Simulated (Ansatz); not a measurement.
# AlH5N2: the cost of one run

All numbers below are computed with Ansatz 0.2.0 (RKS PBE0-D4/def2-SVP).

## Step 1: The system as given

Bond lengths: Al1–N2 1.920 Å, N2–H3 1.060 Å, N2–H4 1.060 Å, Al1–N5 1.920 Å, N5–H6 1.060 Å, N5–H7 1.060 Å, Al1–H8 1.560 Å. Angles: Al1–N2–H3 120.0°, Al1–N2–H4 120.0°, H3–N2–H4 120.0°, N2–Al1–N5 120.0°, N2–Al1–H8 120.0°, N5–Al1–H8 120.0°, Al1–N5–H6 120.0°, Al1–N5–H7 120.0°, H6–N5–H7 120.0°.

As a file:

```xyz
8

Al    0.0000    0.0000    0.0000
N     0.0000    0.0000    1.9200
H    -0.8770   -0.2713    2.4500
H     0.8770    0.2713    2.4500
N     1.6627    0.0000   -0.9600
H     2.1293   -0.9179   -1.2118
H     2.1141    0.9179   -1.2382
H    -1.3510    0.0000   -0.7800
```

## Step 2: Relaxing the start

Input file input.yaml:

```yaml
crystal:
  periodic: [false, false, false]
  atoms:
    - { symbol: Al, position_ang: [0.0, 0.0, 0.0] }
    - { symbol: "N", position_ang: [0.0, 0.0, 1.92] }
    - { symbol: H, position_ang: [-0.877, -0.2713, 2.45] }
    - { symbol: H, position_ang: [0.877, 0.2713, 2.45] }
    - { symbol: "N", position_ang: [1.6627, 0.0, -0.96] }
    - { symbol: H, position_ang: [2.1293, -0.9179, -1.2118] }
    - { symbol: H, position_ang: [2.1141, 0.9179, -1.2382] }
    - { symbol: H, position_ang: [-1.351, 0.0, -0.78] }
basis:
  gaussian: { orbitals: def2-SVP }
hamiltonian:
  xc: pbe0
  dispersion: d4
relax:
  f_tol: 0.02
  max_steps: 40
```

Command:

```
$ ansatz run input.yaml --threads 1 --pin off --max-ram 2048MiB --backend cpu --events-out ev --progress --plain --runs-dir out
```

**Question.** How long does this run take on 1 thread of Arm Neoverse V1, shared host, and how much memory does it need?

About 24 s, with a peak of 0.13 GiB.
